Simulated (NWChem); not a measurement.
The numbers come from NWChem runs, not from measurements. System: B, charge 0, spin multiplicity 2. Its SCF solution wasn't tested for a lower state. Level: UHF/cc-pVDZ.

Job file:

```
start mol
memory heap 200 mb stack 900 mb global 1100 mb
geometry units angstroms nocenter noautoz
  B      0.000000     0.000000     0.000000
  symmetry group D2h
end
basis spherical
  * library cc-pvdz
end
scf
  uhf
  nopen 1
  maxiter 100
  thresh 1e-7
  semidirect memsize 60000000 filesize 0
  # guess.movecs holds the orbitals of an unrestricted PBE0 run
  vectors input guess.movecs output mol.movecs
end
task scf energy
```

Output (cleaned and shortened):

```
             Northwest Computational Chemistry Package (NWChem) 7.3.0
             --------------------------------------------------------

                                NWChem Input Module
                                -------------------

 Scaling coordinates for geometry "geometry" by  1.889725989
 (inverse scale =  0.529177249)

                             Geometry "geometry" -> ""
                             -------------------------

 Output coordinates in angstroms (scale by  1.889725989 to convert to a.u.)

  No.       Tag          Charge          X              Y              Z
 ---- ---------------- ---------- -------------- -------------- --------------
    1 B                    5.0000     0.00000000     0.00000000     0.00000000

 Effective nuclear repulsion energy (a.u.)       0.0000000000

            Nuclear Dipole moment (a.u.)
            ----------------------------
        X                 Y               Z
 ---------------- ---------------- ----------------
     0.0000000000     0.0000000000     0.0000000000

      Symmetry information
      --------------------

 Group name             D2h
 Group number             26
 Group order               8
 No. of unique centers     1

      Symmetry unique atoms

     1


 Summary of "ao basis" -> "" (spherical)
 ------------------------------------------------------------------------------
       Tag                 Description            Shells   Functions and Types
 ---------------- ------------------------------  ------  ---------------------
 *                          cc-pvdz                   on all atoms

 Summary of "ao basis" -> "ao basis" (spherical)
 ------------------------------------------------------------------------------
       Tag                 Description            Shells   Functions and Types
 ---------------- ------------------------------  ------  ---------------------
 B                          cc-pvdz                  6       14   3s2p1d

                                 NWChem SCF Module
                                 -----------------

  ao basis        = "ao basis"
[...]
 Vector    2  Occ=1.000000D+00  E=-4.459977D-01  Symmetry=ag
              MO Center= -1.9D-20, -3.0D-23,  2.4D-23, r^2= 1.3D+00
   Bfn.  Coefficient  Atom+Function         Bfn.  Coefficient  Atom+Function
  ----- ------------  ---------------      ----- ------------  ---------------
     3      0.602451  1 B  s                  2      0.471069  1 B  s

 Vector    3  Occ=0.000000D+00  E= 6.740555D-02  Symmetry=b2u
              MO Center=  1.0D-32, -3.9D-21,  1.1D-32, r^2= 2.5D+00
   Bfn.  Coefficient  Atom+Function         Bfn.  Coefficient  Atom+Function
  ----- ------------  ---------------      ----- ------------  ---------------
     8      0.730448  1 B  py                 5      0.393214  1 B  py

 Vector    4  Occ=0.000000D+00  E= 6.740555D-02  Symmetry=b1u
              MO Center= -8.3D-33, -9.2D-33,  3.2D-21, r^2= 2.5D+00
   Bfn.  Coefficient  Atom+Function         Bfn.  Coefficient  Atom+Function
  ----- ------------  ---------------      ----- ------------  ---------------
     9      0.730448  1 B  pz                 6      0.393214  1 B  pz

 Vector    5  Occ=0.000000D+00  E= 1.135126D-01  Symmetry=b3u
              MO Center=  1.3D-17,  3.2D-17,  1.8D-17, r^2= 2.7D+00
   Bfn.  Coefficient  Atom+Function         Bfn.  Coefficient  Atom+Function
  ----- ------------  ---------------      ----- ------------  ---------------
     7      0.770215  1 B  px                 4      0.344512  1 B  px

 center of mass
 --------------
 x =   0.00000000 y =   0.00000000 z =   0.00000000

 moments of inertia (a.u.)
 ------------------
           0.000000000000           0.000000000000           0.000000000000
           0.000000000000           0.000000000000           0.000000000000
           0.000000000000           0.000000000000           0.000000000000

  Mulliken analysis of the total density
  --------------------------------------

    Atom       Charge   Shell Charges
 -----------   ------   -------------------------------------------------------
    1 B    5     5.00   2.00  0.90  1.09  0.61  0.39  0.00

  Mulliken analysis of the alpha density
  --------------------------------------

    Atom       Charge   Shell Charges
 -----------   ------   -------------------------------------------------------
    1 B    5     3.00   1.00  0.47  0.52  0.61  0.39  0.00

   Mulliken analysis of the beta density
   -------------------------------------

    Atom       Charge   Shell Charges
 -----------   ------   -------------------------------------------------------
    1 B    5     2.00   1.00  0.43  0.57  0.00  0.00  0.00

   Mulliken analysis of the spin density
   -------------------------------------

    Atom       Charge   Shell Charges
 -----------   ------   -------------------------------------------------------
    1 B    5     1.00   0.00  0.04 -0.04  0.61  0.39  0.00

       Multipole analysis of the density wrt the origin
       ------------------------------------------------

     L   x y z        total         alpha         beta         nuclear
     -   - - -        -----         -----         ----         -------
     0   0 0 0     -0.000000     -3.000000     -2.000000      5.000000

     1   1 0 0      0.000000      0.000000      0.000000      0.000000
     1   0 1 0      0.000000      0.000000      0.000000      0.000000
     1   0 0 1     -0.000000     -0.000000     -0.000000      0.000000

     2   2 0 0     -6.809097     -5.265799     -1.543298      0.000000
     2   1 1 0      0.000000     -0.000000      0.000000      0.000000
     2   1 0 1      0.000000     -0.000000      0.000000      0.000000
     2   0 2 0     -4.401628     -2.704378     -1.697250      0.000000
     2   0 1 1     -0.000000      0.000000     -0.000000      0.000000
     2   0 0 2     -4.401628     -2.704378     -1.697250      0.000000

 Task  times  cpu:        0.1s     wall:        0.1s

 Total times  cpu:        0.2s     wall:        0.2s
```
